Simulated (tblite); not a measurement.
Compound: H3O4P.
Bonds: O1–P2 (double), P2–O3, P2–O4, P2–O5. Hydrogens: H6 on O3; H7 on O4; H8 on O5.

Structure optimised with GFN2-xTB, isolated species.

Question: List the bond lengths, angles and torsions at this level.

Answer: 
```json
{"bond": "O1=P2", "length (Å)": "1.456"}
{"bond": "P2–O3, P2–O4", "length (Å)": "1.604"}
{"bond": "P2–O5", "length (Å)": "1.578"}
{"bond": "O3–H6, O4–H7, O5–H8", "length (Å)": "0.955"}
```

Bonds in one row agree within 0.01 Å and their mean is given. A selection of angles:
```json
{"angle": "O1–P2–O3", "degrees": "115.3"}
{"angle": "O1–P2–O4", "degrees": "114.0"}
{"angle": "O1–P2–O5", "degrees": "116.6"}
{"angle": "O3–P2–O4", "degrees": "103.2"}
{"angle": "O3–P2–O5", "degrees": "102.3"}
{"angle": "P2–O3–H6", "degrees": "109.2"}
{"angle": "P2–O5–H8", "degrees": "110.7"}
```

Dihedral angles: H6–O3–P2–O1 18° (synperiplanar); H7–O4–P2–O1 2° (synperiplanar); H8–O5–P2–O1 178° (antiperiplanar). The mirror-image conformer, all signs reversed, is as good.

The O–P distances run from 1.456 Å (O1=P2, drawn double) to 1.607 Å (P2–O4, drawn single), a spread of 0.151 Å. P2 (phosphoryl phosphorus) is distorted tetrahedral (angles from 102.3° to 116.6°).

Point group: near Cs, missed by 0.14 Å at most; the miss may be what the optimiser left on a soft mode. Its GFN2-xTB frequencies are all real (lowest 77 cm⁻¹). The numbers are those of one conformer (O1–P2–O3–H 18°, O1–P2–O4–H 2°, O1–P2–O5–H 178°).

Hardware: x86-64 server, one thread, on a shared host. That covers the optimisation of the geometry.

The numbers are calculated, not measured.
